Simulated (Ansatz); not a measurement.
## [PH4]+ (phosphonium): methods side by side

The species is [PH4]+ (5 atoms), meant as a singlet with charge +1. SMILES: `[PH4+]`. Geometry: relaxed at GFN2-xTB.

| atom | x (Å) | y (Å) | z (Å) |
| --- | --- | --- | --- |
| P | 0.0000 | 0.0000 | 0.0001 |
| H | 1.3575 | -0.0613 | 0.2104 |
| H | -0.6173 | -1.0160 | 0.6910 |
| H | -0.2619 | -0.1338 | -1.3433 |
| H | -0.4783 | 1.2111 | 0.4418 |

Quantity: the energy change with the P1–H3 bond stretched from 1.375 to 2.063 Å, in eV. The values are calculated.

```csv
level,kind,program,value (eV),less FCI/3-21G,CPU time (all runs)
HF/3-21G (restricted),Hartree–Fock,Ansatz,2.12,+0.50,0.24 s
revPBE/3-21G (restricted),GGA,Ansatz,1.71,+0.09,1.3 s
r2SCAN/3-21G (restricted),meta-GGA,Ansatz,1.83,+0.21,2.8 s
PBE0/3-21G (restricted),global hybrid,Ansatz,1.87,+0.25,1.4 s
wB97X/3-21G (restricted),range-separated hybrid,Ansatz,1.99,+0.37,5.2 s
B2PLYP/3-21G (restricted),double hybrid,Ansatz,1.86,+0.24,1.8 s
MP2/3-21G (restricted),perturbation theory,Ansatz,1.86,+0.24,0.26 s
BCCD(T)/3-21G (restricted),coupled cluster or CI,Ansatz,1.63,+0.01,0.43 s
FCI/3-21G,exact in the basis,Ansatz,1.62,0.00,19 s
```

FCI/3-21G is exact within its basis and frozen core, so for wave-function methods in that basis the difference is their error; functionals converge differently with the basis, so for them it is only a difference. The first shape isn't each level's own minimum. The values span 1.62 to 2.12 eV. All rows use very small basis sets, so even the best lies far from the true value. CPU times are rough (shared hosts, several kinds of processor): they show what a rung costs within a factor of a few.
